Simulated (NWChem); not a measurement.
System: chlorine (Cl₂); SMILES ClCl

Here is an NWChem input.

```
start job
memory heap 200 mb stack 900 mb global 1100 mb
geometry units angstroms noautoz
  Cl     0.000000     0.000000     1.012769
  Cl     0.000000     0.000000    -1.012769
end
basis spherical
  * library def2-svpd
end
dft
  xc b3lyp
  iterations 150
  mulliken
end
task dft energy
```

The geometry was optimised at PBE0/def2-SVP.

Q: Predict the main results of this run. (B3LYP/def2-SVPD.) Quantities: basis functions; energy (Ha); highest occupied level (eV); orbital gap (eV).

A: 
```
Quantity                       Value
---------------------------  -------
number of basis functions         54
energy (Ha)                  -920.11
highest occupied level (eV)    -8.67
orbital gap (eV)                4.71
```
